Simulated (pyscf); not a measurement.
Substitution at Ge: H₃C–GeH₃ + H atom (H•) → H₃C–GeH₃ + H atom (H•)

Gas phase, doublet surface, charge 0. Bonds broken: Ge2–H6. Bonds formed: Ge2–H9. Single points on ωB97X-D3(BJ)/def2-SVP structures (PySCF, gas phase). MP2 and CC: frozen core, UHF for open shells. ΔMP2 is the change of the MP2 total energy from the triple- to the quadruple-zeta basis.

Transition state (Å):

```xyz
9

C     -1.0533    -0.9930    -0.0406
Ge    -0.3323     0.8230    -0.2659
H     -0.4040    -1.7293    -0.5338
H     -2.0516    -1.0396    -0.5011
H     -1.1462    -1.2411     1.0257
H     -1.0407     1.4715     1.0784
H      1.0739     1.1332     0.3071
H     -1.1698     1.9277    -1.0114
H      0.3153     0.5802    -1.7663
```

One imaginary mode, 461i cm⁻¹; descent along it reached the two sides named.

| bond | change | reactant side (Å) | saddle | product side |
|---|---|---|---|---|
| Ge2–H6 | breaks | 1.539 | 1.652 | 3.8 |
| Ge2–H9 | forms | 3.8 | 1.652 | 1.539 |

Electronic energies relative to the separated reactants (eV):

| level | barrier | reaction energy | reverse barrier |
|---|---|---|---|
| ωB97X-D3(BJ)/def2-TZVP | 0.61 | 0.00 | 0.61 |
| PBE/def2-TZVP | 0.24 | 0.00 | 0.24 |
| r²SCAN/def2-TZVP | 0.21 | 0.00 | 0.21 |
| B3LYP-D3(BJ)/def2-TZVP | 0.34 | 0.00 | 0.34 |
| PBE0-D3(BJ)/def2-TZVP | 0.41 | 0.00 | 0.41 |
| M06-2X/def2-TZVP | 0.56 | 0.00 | 0.56 |
| ωB97M-D3(BJ)/def2-TZVP | 0.58 | 0.00 | 0.58 |
| HF/def2-TZVP | 1.41 | 0.00 | 1.41 |
| MP2/def2-QZVPP | 0.78 | 0.00 | 0.78 |
| CCSD/def2-TZVPP | 0.69 | 0.00 | 0.69 |
| CCSD(T)/def2-TZVPP | 0.62 | 0.00 | 0.62 |
| CCSD(T)/def2-TZVPP + ΔMP2(QZVPP) | 0.58 | 0.00 | 0.58 |

With CCSD(T)/def2-TZVPP + ΔMP2(QZVPP) energies and thermal terms (ideal gas, 1 atm, RRHO with modes under 100 cm⁻¹ raised to 100, one conformer, R ln 2 for chiral ones without a mode under 150 cm⁻¹), in eV:

| T (K) | ΔH‡ | ΔG‡ | ΔH | ΔG |
|---|---|---|---|---|
| 298 | 0.56 | 0.81 | 0.00 | 0.00 |
| 600 | 0.54 | 1.08 | 0.00 | 0.00 |
| 900 | 0.52 | 1.36 | 0.00 | 0.00 |
| 1200 | 0.51 | 1.64 | 0.00 | 0.00 |

The same reactants have a lower exit, to H₃C–GeH₂• + H₂ (barrier +0.13 eV at ωB97M-D3(BJ)/def2-TZVP, against +0.58 eV here). One saddle was located; it need not be the lowest between these sides. The angle at the attacked Ge is 165°. The CCSD(T) − MP2 part came from Ansatz, without density fitting, on the same reference. The frozen core leaves the outer d or s,p core shells of the metals and heavy elements correlated in the MP2 and CC values, and def2-TZVPP describes them poorly, which can shift differences by a few kcal/mol. Elements up to Kr have no core potential and no relativistic terms here.
